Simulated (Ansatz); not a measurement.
# SiH₄O (triplet): wave-function methods side by side at distance Si1–H5 along a hydrogen transfer = 1.485 Å, cc-pVDZ

The task here is to estimate one member of a computed series from the others.

Program: Ansatz 0.2.0, Gaussian basis. Level of theory: cc-pVDZ, core rule «outside noble gas», up to 6 orbitals frozen. These are calculated values, not measurements.

To be run: UHF; CCSD(T) on ROHF; CCSD(T) on UHF; BCCD(T) on ROHF; CISD; CCSDT(Q) on ROHF; CCSDT(Q) on UHF; CASSCF and MRCISD+Q, 4 electrons in 4 orbitals; CASSCF and NEVPT2, 4 electrons in 4 orbitals.

10 further runs of the same task are left out: 10 that didn't finish.

**What is computed**

The geometry derives from fragments relaxed apart (PBE0/def2-TZVP) and kept rigid, so it is no stationary point. A hydrogen atom is moved between rigid fragments.

6 atoms, charge 0, spin multiplicity 3.

Atoms are counted from 1 here; the program's logs count them from 0.

Bond lengths: Si1–H2 1.485 Å, Si1–H3 1.485 Å, Si1–H4 1.485 Å, Si1–H5 1.485 Å. Angles: H2–Si1–H3 109.5°, H2–Si1–H4 109.5°, H2–Si1–H5 109.5°, H3–Si1–H4 109.5°, H3–Si1–H5 109.5°, H4–Si1–H5 109.5°.

Set-up of the first run:

Contents of in.yaml:

```yaml
crystal:
  periodic: [false, false, false]
  atoms:
    - {symbol: Si, position_ang: [-1.043757, 0.000000, 0.000000]}
    - {symbol: H, position_ang: [-1.538629, 1.399708, 0.000000]}
    - {symbol: H, position_ang: [-1.538629, -0.699854, 1.212183]}
    - {symbol: H, position_ang: [-1.538629, -0.699854, -1.212183]}
    - {symbol: H, position_ang: [0.440858, 0.000000, 0.000000]}
    - {symbol: O, position_ang: [2.095243, 0.000000, 0.000000]}
basis:
  gaussian: {orbitals: cc-pVDZ}
magnetization: {spin_polarized: true, initial_magnetization: 2}
hamiltonian: {xc: hf}
output: {orbitals: {seedname: orbitals}}
```

The run is started by

```console
> ansatz run in.yaml --threads 1 --pin off --events-out ev --progress --plain --max-ram 2393MiB
```

Steps of the session up to this table: UHF; CCSD(T) on ROHF; CCSD(T) on UHF; BCCD(T) on ROHF; CISD; CCSDT(Q) on ROHF; CCSDT(Q) on UHF; CASSCF and MRCISD+Q, 4 electrons in 4 orbitals; CASSCF and NEVPT2, 4 electrons in 4 orbitals.

One table of the session follows, with a row left open; its other results are not shown here.

| method | from UCCSDT(Q) (kJ/mol) |
| --- | --- |
| ROHF | +741.8 |
| UHF | ? |
| RMP2 | +136.2 |
| UMP2 | +135.3 |
| CISD | +70.2 |
| RCCSD | +13.1 |
| UCCSD | +12.9 |
| RCCSD(T) | +2.8 |
| UCCSD(T) | +2.6 |
| BCCD(T) | +2.8 |
| RCCSDT | +0.6 |
| UCCSDT | +0.5 |
| RCCSDT(Q) | +0.1 |
| UCCSDT(Q) | 0 |
| CASSCF pair | +705.2 |
| NEVPT2 pair | +135.6 |
| MRCISD pair | +65.1 |
| MRCISD+Q pair | +6.9 |

Q: Estimate the row for UHF from the others.

The run gave: from UCCSDT(Q) (kJ/mol): +726.3. In the column «from UCCSDT(Q) (kJ/mol)» it lies between CASSCF pair (+705.2) and ROHF (+741.8).

Caveats from the session: Restricted and unrestricted rows rest on different reference determinants; where their highest levels disagree by more than a few hundredths of an eV, they describe different states and don't form one ladder.
